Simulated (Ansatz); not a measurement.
Rock-salt MgS, treated with r²SCAN (Ansatz, a program for electronic structure, PAW).

Settings: plane-wave cutoff 500 eV, 10×10×10 k mesh, gaussian smearing 0.02 eV, scalar-relativistic PAW data made under PBE.

Cell (relaxed at this level):

Space group Fm-3m (No. 225); a = b = c = 5.2027 Å, α = β = γ = 90.00°

```
atom  site  symmetry       x       y       z
----  ----  --------  ------  ------  ------
Mg      4a      m-3m  0.0000  0.0000  0.0000
S       4b      m-3m  0.5000  0.5000  0.5000
```
(The calculation used a cell of 2 atoms; values per cell refer to that cell.)

Estimate the band gap that the calculation returns.


- band gap: 3.46 eV (on the SCF k mesh)

Computed values are for the static lattice.
